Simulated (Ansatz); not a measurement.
1T (CdI2-type) TiSe₂, treated with PBE (Ansatz, a program for electronic structure, PAW).

Rigid layers of the crystal as relaxed at this level are moved apart or together:

| run | k mesh | layer repeat (Å) | energy against free layers (meV/Å²) | gap on the mesh (eV) |
|---|---|---|---|---|
| 1 | 12×12×6 | 5.71 | 8.13 | 0.000 |
| 2 | 12×12×6 | 5.86 | 3.93 | 0.000 |
| 3 | 12×12×6 | 6.01 | 1.53 | 0.000 |
| 4 | 12×12×6 | 6.21 | -0.10 | 0.000 |
| 5 | 12×12×6 | 6.51 | -1.12 | 0.000 |
| 6 | 12×12×6 | 7.01 | -1.13 | 0.000 |
| 7 | 12×12×4 | 8.01 | -0.50 | 0.000 |
| 8 | 12×12×4 | 10.01 | -0.03 | 0.000 |

The lowest energy of these points lies at a layer repeat of 7.01 Å.

Spin–orbit coupling is not included.

Note: the cell comes from a level without a dispersion term, which matters for the spacing of layers, chains or molecules.
